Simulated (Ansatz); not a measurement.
`C#[C][AlH2]` + `[SiH3]S` → `[AlH2][S][SiH3]` + `C#C`  (ligand exchange at the Al–C bond)

Program: Ansatz. Geometries: PBE0-D4/def2-TZVP. ΔE: electronic, gas phase. CCSD(T)/CBS is the MP2 limit (def2-TZVPP, def2-QZVPP) plus CCSD(T) − MP2 in def2-TZVPP, frozen cores. This one scheme is used for every species. DFT in def2-TZVPP. HSE06 is defined as in plane-wave codes.

Question: Is it downhill or uphill in electronic energy at CCSD(T)/CBS, and by how much? (Best estimate.)

Answer: Ansatz gave: Downhill: ΔE = -15.4 kcal/mol.

Question: What do these levels give: LDA (SPW92), r2SCANh-D4, HSE06-D4, ωB97X-V, PBE0, r2SCAN0? (An estimate is asked.)

Answer: Computed: LDA (SPW92) -16.2, r2SCANh-D4 -15.4, HSE06-D4 -15.9, ωB97X-V -14.9, PBE0 -15.2, r2SCAN0 -15.5 kcal/mol.

Largest T1 diagnostic among the species: 0.013.

Leaving LDA and LC-ωPBE aside and taking each functional with its dispersion term where it has one, the values, not all of them listed here, spread over 1.9 kcal/mol, from PBE0-D4 to B97M-V. LDA lies −1.4 kcal/mol from PBE without D4. At CCSD(T), def2-SVP lies +0.9 kcal/mol from the extrapolated value and def2-TZVPP +0.9 kcal/mol. From BLYP to BHLYP (50 % exact exchange), in def2-TZVPP and without D4, ΔE moves by −1.2 kcal/mol.
